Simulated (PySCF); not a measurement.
# Working out the ionisation energy of O

O [He] 2s2 2p4 (3P) → O⁺ [He] 2s2 2p3 (4S). All numbers are calculated (PySCF 2.14, scalar relativity by spin-free X2C-1e, in aug-cc-pVDZ-DK (4s3p2d, 23 functions)). Frozen: 1s2. Energies in hartree (1 hartree = 27.21139 eV):

```
            part   O (lower)  O⁺ (upper)
             UHF  -74.848596  -74.405878
CCSD correlation   -0.127299   -0.088218
             (T)   -0.001813   -0.000786
```

**Question.** What does Hartree-Fock give?

**Answer.** (-74.405878) − (-74.848596) = 0.442718 hartree = 12.047 eV.

**Question.** What do CCSD and CCSD(T) give?

**Answer.** The CCSD correlation energies differ by 0.039081 hartree = 1.063 eV and the triples by 0.001027 hartree = 0.028 eV, so CCSD gives 13.110 eV and CCSD(T) 13.138 eV.

Measured between the centres of the two terms (NIST): 13.608 eV, so CCSD(T) (valence) is off by -0.470 eV.

A double-zeta basis recovers only part of the correlation energy.

What remains against the reference includes basis incompleteness, the frozen core and higher excitations.
